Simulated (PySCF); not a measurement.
BF₃, SMILES FB(F)F. The structure is a stationary point at B3LYP-D3(BJ)/def2-TZVP. The isomer is the one that the SMILES or the coordinates give; other isomers of the formula were not compared.

TDDFT-LC-ωPBE/def2-SVPD in PySCF 2.14.0 puts the lowest singlet excitations at 10.83, 11.23, 11.98, 11.98, 12.09, 12.09 eV.

Question: What are the lowest excitation roots from ADC(2)/aug-cc-pVDZ (PySCF 2.14.0)? (An estimate is asked for; the answer gives what the named calculation found.)

Answer: 10.73, 11.10, 11.64, 11.64, 11.86, 12.26 eV. S1 differs by -0.11 eV (second minus first; roots are paired by order, and the bases may differ).
